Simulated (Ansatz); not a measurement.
Molecule: C₃H₃ (charge 0, doublet). SMILES: [CH]1C=C1
Geometry: optimised at B3LYP-D3(BJ)/def2-TZVP (Ansatz, a program for electronic structure).

Wanted: enthalpy of formation at 298 K, in kcal/mol. Terms: non-relativistic; no dispersion term unless named; 6-31G* and kin with 6d, 5d where marked; open shells spin-unrestricted; spin-orbit terms left out. First-principles rows: single points at B3LYP-D3(BJ) geometries (Ansatz), with unscaled harmonic terms from B3LYP/6-31G* (Ansatz) at its own minima, enthalpies of formation by atomisation with measured atoms.

| species | coefficient | E at B3LYP/6-31G* (Ansatz), Eh | E at wB97M-V/def2-TZVPD (Ansatz), Eh | H(298 K) - E, kcal/mol |
|---|---|---|---|---|
| [CH]1C=C1 | +1 | -115.95052 | -115.94036 | 29.45 |
| C atom | -3 | -37.84628 | -37.84643 | - |
| H atom | -3 | -0.50027 | -0.49411 | - |

The atoms take no thermal term, since their enthalpies of formation at 0 K are used: the result is the sum of coefficient times E, plus the molecule's thermal term, plus number times (enthalpy of formation minus H(298) - H(0)) over the atoms. Measured values of the atoms (G2/97 table in ASE), kcal/mol:

| atom | number | enthalpy of formation of the gas at 0 K | H(298) - H(0) of the element's standard state |
|---|---|---|---|
| C | 3 | 169.98 | 0.25 |
| H | 3 | 51.63 | 1.01 |

Measured values: Active Thermochemical Tables 1.112 (ions: stationary electron), as tabulated in the package chemicals; they hold spin-orbit and core effects, anharmonicity.  Value to compare with, the measured value: 116.4 kcal/mol. 1 Eh = 627.5095 kcal/mol.

Compute it at each level from the table, and compare with the measured value.


- B3LYP/6-31G*: the sum of coefficient times E is -0.91087 Eh, or -571.58 kcal/mol; the thermal terms add 29.45; the atoms' measured terms add 661.05. Result: 118.9 kcal/mol. Its error against the measured value is 2.5 kcal/mol.
- wB97M-V/def2-TZVPD: the sum of coefficient times E is -0.91874 Eh, or -576.52 kcal/mol; the thermal terms add 29.45; the atoms' measured terms add 661.05. Result: 114.0 kcal/mol. Its error against the measured value is -2.4 kcal/mol.
